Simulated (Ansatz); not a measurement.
The cluster MgF₂⁺, relaxed as a doublet with UKS PBE-D4/def2-TZVP in Ansatz, starting from the GFN1-xTB geometry. Force threshold 0.02 eV/Å.

The structure comes from a short search, and lower isomers may exist.

Start:

| atom | x (Å) | y (Å) | z (Å) |
| --- | --- | --- | --- |
| Mg1 | -0.532 | -0.288 | 1.393 |
| F2 | 0.762 | -0.326 | -0.603 |
| F3 | -0.230 | 0.614 | -0.790 |

```
step  energy (eV)  largest force component (eV/Å)  SCF passes
   1  -10859.8135                           3.961          57
   2  -10860.1014                           4.155          39
   3  -10861.7023                           3.934          46
   4  -10862.4639                           3.404          39
   5  -10863.2496                           1.294          36
   6  -10863.4221                           2.100          38
   7  -10863.5209                           0.483          34
   8  -10863.5304                           0.089          33
   9  -10863.5310                           0.092          31
  10  -10863.5313                           0.000          27
```

Force components are those of the run's own axes.

End:

Cartesian coordinates in Å:
```
Mg -0.380 -0.150 0.889
F 0.957 -0.682 -0.244
F -0.577 0.832 -0.645
```

By distances, no bond broke or formed. The bond that changes most is Mg1–F3, from 2.38 to 1.83 Å (atoms count from 1). A close non-bonded pair moves further: F2–F3, from 1.38 to 2.19 Å.

No frequencies were taken in this run, so the end may be a saddle point.

It took 9 s on 4 threads of Arm Neoverse V1 on a shared host.
